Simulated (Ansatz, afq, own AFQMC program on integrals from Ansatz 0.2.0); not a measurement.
Integrals from Ansatz 0.2.0, then the random walk in our own AFQMC program (afq).

```yaml
crystal:
  periodic: [false, false, false]
  atoms:
    - {symbol: C, position_ang: [0.000000, -0.108760, 0.007084]}
    - {symbol: H, position_ang: [0.000000, 0.688667, -0.959414]}
    - {symbol: H, position_ang: [0.000000, 0.607333, 0.875003]}
basis:
  gaussian: {orbitals: aug-cc-pVDZ}
total_charge: -1
magnetization: {spin_polarized: false, initial_magnetization: 1}
correlation: {method: ccsd_t, electrons: outside_noble_gas, hamiltonian_folder: ham}
```

```sh
$ ansatz run in.yaml --threads 1 --pin off --events-out ev --progress --plain --max-ram 1382MiB
```

afq runs on the folder ham with

```
--method phaseless --trial cisd --walkers 60 --populations 1 --least-time 40 --time-step 0.005 --steps-per-block 50 --equilibration-blocks 28 --max-blocks 300 --target-error 0.00032 --factor-cut 1e-05 --start spin_pure --seed 8614 --release-times 0.24,0.51,0.99,1.62,2.4 --release-step 0.03 --release-every 4 --taylor-order 6
```

Times are imaginary, in 1/Eh. The walk had a cap of 1149 s.

Log:

```
orbitals 40  electrons 4 3  factors 310 of 408
reference energy -38.88175438 Eh
CCSD correlation -0.17227755 Eh in 14 cycles, weight of the determinant in the CISD state 0.9062
energy of the start -39.054032 Eh
 block  time / (1/Eh)  mean weight  energy / Eh
     1     0.250  1.0017  -39.052634
     2     0.500  1.0004  -39.054303
     3     0.750  1.0002  -39.055235
     4     1.000  0.9991  -39.055380
     5     1.250  0.9996  -39.058473
     8     2.000  1.0004  -39.073322
    17     4.250  0.9972  -39.061115
    41    10.250  1.0003  -39.063681
    65    16.250  1.0007  -39.062036
    89    22.250  1.0004  -39.061860
   113    28.250  0.9999  -39.063108
   137    34.250  0.9986  -39.061236
   161    40.250  1.0007  -39.058879
   185    46.250  0.9980  -39.057065
   209    52.250  0.9989  -39.067787
   233    58.250  0.9996  -39.062085
   241    60.250  0.9983  -39.055031
   257    64.250  1.0000  -39.058472
   281    70.250  1.0008  -39.063415
   305    76.250  0.9981  -39.062333
   313    78.250  1.0004  -39.069682
   321    80.250  0.9985  -39.057786
blocks merged  error / Eh  count
     1  0.000309  300
     2  0.000361  150
     4  0.000441  75
     8  0.000484  37
    16  0.000526  18
    32  0.000551  9
released: time / (1/Eh)  energy / Eh  error  mean overlap
  0.24  -39.061221  0.000372  0.9966
  0.51  -39.061281  0.000381  0.9972
  0.99  -39.061615  0.000336  0.9885
  1.62  -39.061897  0.000378  0.9978
  2.40  -39.062244  0.000528  0.9723
energy -39.060770 +/- 0.000526 Eh
(rows thinned)
```

The run passed its tests (sampling time, drift between the halves within three errors, error under three times the target), which doesn't prove that it has relaxed.

Against this walk (error 14.3 meV) on the same determinant: CCSD(T) 13.8 meV higher (within the noise), CCSDT(Q) 18.7 meV lower (within the noise). The error is statistical and leaves out the bias of the constraint. The released energies are still falling (meV from the phaseless value at times in 1/Eh: -12 ± 10 at 0.24, -14 ± 10 at 0.51, -23 ± 9 at 0.99, -31 ± 10 at 1.62, -40 ± 14 at 2.40), so they give no level.

Cautions: constraint bias not in the error; error above the target (14.3 against 8.7 meV).

The walk took 12 min on 1 thread of Arm Neoverse N1, with other jobs on the host. The log's last line is the phaseless energy.

CCSDT and higher add their correlation energy to the determinant of the CCSD(T) run, since their own runs factorise the integrals more tightly (a shift of under 2 meV). A walk keeps the symmetry of its determinant, which the program's search chose and which needn't be the lowest solution, so a lower state of the same spin and another symmetry isn't excluded.
